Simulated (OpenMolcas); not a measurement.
## LiH (SMILES [LiH]): the energy, rung by rung

The species is LiH (2 atoms), meant as a singlet with charge 0. As SMILES, `[LiH]`. The bond length is the measured one.

| atom | x (Å) | y (Å) | z (Å) |
| --- | --- | --- | --- |
| Li | 0.0000 | 0.0000 | 0.0000 |
| H | 0.0000 | 0.0000 | 1.5957 |

Quantity: the energy change with the Li1–H2 bond stretched from 1.596 to 2.792 Å, in eV. The values are calculated.

```csv
level,kind,program,value (eV),CPU time (all runs)
PBE/6-31G** (spherical functions) (restricted),GGA,OpenMolcas,1.37,6.1 s
M06-2X/6-31G** (spherical functions) (restricted),hybrid meta-GGA,OpenMolcas,1.57,6.4 s
"CASPT2(2,5)/6-31G** (spherical functions)",multireference,OpenMolcas,1.33,3.3 s
"CASSCF(2,2)/6-31G** (spherical functions)",multireference,OpenMolcas,1.12,3.5 s
"CASSCF(2,5)/6-31G** (spherical functions)",multireference,OpenMolcas,?,4.1 s
"MC-PDFT[tPBE](2,5)/6-31G** (spherical functions)",multireference,OpenMolcas,?,3.7 s
"MRCI(2,5)/6-31G** (spherical functions)",multireference,OpenMolcas,1.34,3.5 s
"SC-NEVPT2(2,2)/6-31G** (spherical functions)",multireference,OpenMolcas,1.25,3.2 s
FCI/def2-SVP,exact in the basis,OpenMolcas,1.36,3.7 s
```

**Question.** Estimate the missing values from the other rows.

**Answer.** As computed at these levels: CASSCF(2,5)/6-31G** (spherical functions): 1.32 eV; MC-PDFT[tPBE](2,5)/6-31G** (spherical functions): 1.38 eV. The first shape isn't each level's own minimum. The values span 1.12 to 1.57 eV. CPU times are rough (shared hosts, several kinds of processor): they show what a rung costs within a factor of a few.
